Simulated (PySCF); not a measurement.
Homolysis of N-ethylformamide, bond by bond

Molecule: N-ethylformamide, `CCNC=O` (C3H7NO). Optimised structure (Å), atoms numbered from 1:
```
C    -1.5717   -0.1578   -0.0405
C    -0.3082    0.6819   -0.1299
N     0.8278    0.0749    0.5244
C     1.8490   -0.4989   -0.1590
O     1.9552   -0.5320   -1.3632
H    -1.4211   -1.1377   -0.5178
H    -1.8694   -0.3303    1.0064
H    -2.4098    0.3450   -0.5470
H    -0.0130    0.8204   -1.1801
H    -0.4803    1.6847    0.2971
H     0.8326   -0.0015    1.5336
H     2.6107   -0.9449    0.5269
```

Energies: ωB97X-D3(BJ)/6-31+G* (PySCF, density fitting, integration grid level 2) on PBE0-D3(BJ)/def2-SVP structures. ωB97X-D3(BJ) is ωB97X-V with D3(BJ) in place of VV10. Zero-point and thermal terms (298.15 K, 1 bar) come from unscaled GFN2-xTB harmonic frequencies, with soft modes damped to free rotors in the entropy. These were taken at the GFN2-xTB minima.

```jsonl
{"bond": "C1–C2", "r / Å": "1.520", "radicals": "CH3• + [CH2]NC=O", "BDE(298 K) / kcal/mol": "85.7", "BDFE / kcal/mol": "73.9", "D₀ / kcal/mol": "84.1", "Dₑ / kcal/mol": "92.1"}
{"bond": "C4–H", "r / Å": "1.118", "radicals": "CCN[C]=O + H•", "BDE(298 K) / kcal/mol": "93.0", "BDFE / kcal/mol": "84.5", "D₀ / kcal/mol": "91.6", "Dₑ / kcal/mol": "99.0"}
{"bond": "C2–H", "r / Å": "1.100", "radicals": "C[CH]NC=O + H•", "BDE(298 K) / kcal/mol": "94.2", "BDFE / kcal/mol": "85.3", "D₀ / kcal/mol": "92.6", "Dₑ / kcal/mol": "101.5"}
{"bond": "N3–C4", "r / Å": "1.356", "radicals": "CC[NH] + [CH]=O", "BDE(298 K) / kcal/mol": "99.4", "BDFE / kcal/mol": "86.2", "D₀ / kcal/mol": "98.0", "Dₑ / kcal/mol": "105.0"}
{"bond": "C2–N3", "r / Å": "1.445", "radicals": "[CH2]C + [NH]C=O", "BDE(298 K) / kcal/mol": "100.2", "BDFE / kcal/mol": "86.4", "D₀ / kcal/mol": "98.8", "Dₑ / kcal/mol": "106.6"}
{"bond": "C1–H", "r / Å": "1.100", "radicals": "[CH2]CNC=O + H•", "BDE(298 K) / kcal/mol": "101.3", "BDFE / kcal/mol": "92.4", "D₀ / kcal/mol": "99.6", "Dₑ / kcal/mol": "109.5"}
{"bond": "N3–H", "r / Å": "1.012", "radicals": "CC[N]C=O + H•", "BDE(298 K) / kcal/mol": "106.2", "BDFE / kcal/mol": "97.9", "D₀ / kcal/mol": "104.9", "Dₑ / kcal/mol": "113.6"}
```

Homolysis to relaxed radicals in the gas phase; the table need not hold every single bond outside rings.

Weakest of these: C1–C2 (85.7 kcal/mol); strongest: N3–H (106.2 kcal/mol).

Note: the order of C4–H and C2–H, of N3–C4 and C2–N3, of C2–N3 and C1–H is undecided: the gaps lie inside the method's error (some 10 kJ/mol, one structure a species); in free energy C2–H and N3–C4 (by 3.7 kJ/mol) differ by less than the method's error (some 10 kJ/mol), so that order is undecided; radicals beside a multiple bond are drawn in one resonance form, and their spin spreads.

Run with `OMP_NUM_THREADS=1 python redox_run.py task.json out` on 1 thread of Intel Xeon @ 2.50GHz, a shared host. The single points of this level: 100 s of wall time.
